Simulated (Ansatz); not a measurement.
Input for Ansatz (development build ahead of 0.2.0):

```yaml
crystal:
  periodic: [false, false, false]
  atoms:
    - { symbol: "N", position_ang: [0.0, 0.549, 0.0] }
    - { symbol: "N", position_ang: [0.0, -0.549, 0.0] }
    - { symbol: "N", position_ang: [0.0, 0.0, 7.0] }
    - { symbol: H, position_ang: [0.938, 0.381, 7.0] }
    - { symbol: H, position_ang: [-0.469, 0.381, 7.812] }
    - { symbol: H, position_ang: [-0.469, 0.381, 6.188] }
basis:
  gaussian: { orbitals: cc-pVDZ }
total_charge: 1
magnetization:
  spin_polarized: true
  initial_magnetization: 1
hamiltonian:
  xc: hf
correlation:
  method: ccsd_t
  frozen_orbitals: { H: 0, "N": 1 }
```

The input is written out in the form of the current development build from the run's settings.

The run gave:

* Converged: yes
* Reference energy: -164.81152 hartree
* CCSD correlation energy: -0.47195 hartree
* Triples correction: -0.01440 hartree
* Total energy: -165.29787 hartree
* Spin squared of the determinant: 0.757
